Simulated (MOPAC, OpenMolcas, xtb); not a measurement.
**A ladder of methods for C2H7Si (SMILES C[SiH]C)**

C2H7Si: 10 atoms, total charge 0, spin state doublet. As SMILES, `C[SiH]C`. The coordinates come from a PBE0-D4/def2-TZVP relaxation.

Quantity: the dipole moment, in D. The values are calculated.

```
             level             kind     program  value (D)   CPU time
               PM7   semi-empirical       MOPAC       0.58  under 2 s
          GFN1-xTB   semi-empirical         xtb       1.25  under 2 s
     UHF/6-311+G**     Hartree–Fock  OpenMolcas       0.67       20 s
  USVWN5/6-311+G**              LDA  OpenMolcas       0.94       52 s
U-revPBE/6-311+G**              GGA  OpenMolcas       0.88       75 s
  UM06-L/6-311+G**         meta-GGA  OpenMolcas       0.71       90 s
 UM06-2X/6-311+G**  hybrid meta-GGA  OpenMolcas       0.67       85 s
```

The values span 0.58 to 1.25 D. Magnitudes only. CPU times are rough (shared hosts, several kinds of processor and program).
